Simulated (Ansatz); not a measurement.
Corundum (α-Al2O3), treated with PBE-D3(BJ) in Ansatz (plane waves, PAW).

Numerical settings: plane-wave cutoff 520 eV, 8×8×8 k mesh, Fermi–Dirac smearing 0.01 eV, scalar-relativistic PAW data made under PBE.

Computed at the level's own relaxed cell.

```yaml
crystal:
  lattice:
    - [4.55956, -2.38995, -0.00071]
    - [4.55956, 2.38995, -0.00071]
    - [3.30745, 0.00000, 3.94490]
  atoms:
    - { symbol: Al, position: [0.85210, 0.85210, 0.85210] }
    - { symbol: Al, position: [0.35210, 0.35210, 0.35210] }
    - { symbol: Al, position: [0.14790, 0.14790, 0.14790] }
    - { symbol: Al, position: [0.64790, 0.64790, 0.64790] }
    - { symbol: O, position: [0.44360, 0.05640, 0.75000] }
    - { symbol: O, position: [0.05640, 0.75000, 0.44360] }
    - { symbol: O, position: [0.55640, 0.94360, 0.25000] }
    - { symbol: O, position: [0.25000, 0.55640, 0.94360] }
    - { symbol: O, position: [0.94360, 0.25000, 0.55640] }
    - { symbol: O, position: [0.75000, 0.44360, 0.05640] }
```

**Question.** List the 32 lowest band energies at Γ above −25 eV (eV, relative to the valence band maximum), grouping those that round alike.

**Answer.** At Γ: -19.14, -16.85, -16.59 (×2), -16.28 (×2), -6.84, -5.86, -5.48 (×2), -4.37, -4.27 (×2), -3.27, -2.93, -1.41 (×2), -1.28 (×2), -0.49 (×2), -0.04 (×2), 0.00, 6.07, 9.06, 10.62, 11.45 (×2), 11.60, 12.30 (×2).

Ansatz is a program for electronic structure.
